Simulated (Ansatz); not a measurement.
The input, for Ansatz 0.2.0:

```yaml
crystal:
  periodic: [false, false, false]
  atoms:
    - {symbol: C, position_ang: [0.000000, 0.000000, 0.000000]}
    - {symbol: F, position_ang: [0.000000, 0.000000, 1.206700]}
basis:
  gaussian: {orbitals: 6-31G}
total_charge: 1
magnetization: {spin_polarized: true, initial_magnetization: 2}
correlation: {method: ccsd_t, electrons: valence, diis_vectors: 12}
accuracy: high
```

```sh
$ ansatz run in.yaml --threads 1 --pin off --events-out ev --progress --plain --max-ram 2393MiB
```

Log:

```
355 factors; integrals over basis functions are off by at most 3.2e-9 eV
mean field evaluation 1: about -3713.4887 eV, gradient 3.6e1 eV
mean field evaluation 2: about -3713.5090 eV, gradient 3.6e1 eV
mean field evaluation 4: about -3718.3772 eV, gradient 3.0e0 eV
mean field evaluation 8: about -3718.5373 eV, gradient 2.6e-1 eV
mean field evaluation 16: about -3718.5390 eV, gradient 2.7e-8 eV
mean field evaluation 32: about -3713.6017 eV, gradient 2.5e-8 eV
mean field evaluation 64: about -3713.2856 eV, gradient 4.3e-1 eV
mean field evaluation 96: about -3713.6017 eV, gradient 1.1e-3 eV
mean field evaluation 128: about -3718.5387 eV, gradient 1.0e-1 eV
mean field evaluation 160: about -3713.2205 eV, gradient 2.9e-1 eV
mean field -3718.53904620 eV, -136.6537894314 hartree, gradient 2.7e-8 eV, S^2 2.016277; 7 other end points of the search recorded, 0 dependent functions left out
determinant -3718.53904620 eV, -136.6537894314 hartree, with singles and doubles -3723.06146475 eV, -136.8199852478 hartree
determinant -3713.60173264 eV, -136.4723465047 hartree, with singles and doubles -3717.30349982 eV, -136.6083839396 hartree
determinant -3713.22137968 eV, -136.4583687915 hartree, with singles and doubles -3716.97239035 eV, -136.5962158909 hartree
2 core orbitals not correlated: weight in the atoms' cores, before any rotation towards them, 1.000 or more for the frozen orbitals, at most 0.000 for the correlated occupied ones
reference -3718.53904620 eV, -136.6537894314 hartree; 6, 4 occupied and 10, 12 virtual orbitals, 355 factors
second order -4.41816721 eV of doubles, -0.00000000 eV of singles
cycle   1  -4.52373451 eV  change   -1.3e-3 eV  update   1.4e-3
cycle   2  -4.52494779 eV  change   -1.2e-3 eV  update   1.0e-3
cycle   3  -4.52551707 eV  change   -5.7e-4 eV  update   4.9e-4
cycle   4  -4.52552241 eV  change   -5.3e-6 eV  update   1.3e-4
cycle   5  -4.52575683 eV  change   -2.3e-4 eV  update   3.8e-5
cycle   6  -4.52579430 eV  change   -3.7e-5 eV  update   1.6e-5
cycle   7  -4.52580189 eV  change   -7.6e-6 eV  update   2.4e-6
cycle   8  -4.52580109 eV  change    8.0e-7 eV  update   9.8e-7
cycle   9  -4.52580044 eV  change    6.5e-7 eV  update   4.3e-7
cycle  10  -4.52580060 eV  change   -1.6e-7 eV  update   1.3e-7
cycle  11  -4.52580057 eV  change    2.8e-8 eV  update   4.5e-8
cycle  12  -4.52580057 eV  change   -1.3e-9 eV  update   1.9e-8
cycle  13  -4.52580026 eV  change    3.1e-7 eV  update   7.6e-8
cycle  14  -4.52580018 eV  change    8.9e-8 eV  update   3.7e-8
cycle  15  -4.52580017 eV  change    2.4e-9 eV  update   1.1e-8
cycle  16  -4.52580017 eV  change    1.0e-9 eV  update   4.5e-9
cycle  17  -4.52580017 eV  change  -5.0e-10 eV  update   1.3e-9
cycle  18  -4.52580017 eV  change   3.3e-10 eV  update  4.9e-10
perturbative correction -0.13928089 eV, -0.0051184784 hartree
Total energy: -3723.20412726 eV, -136.8252279984 hartree
```

Ran on 1 thread of Arm Neoverse V1, shared host: 0.66 s wall, 0.13 GiB peak host memory.
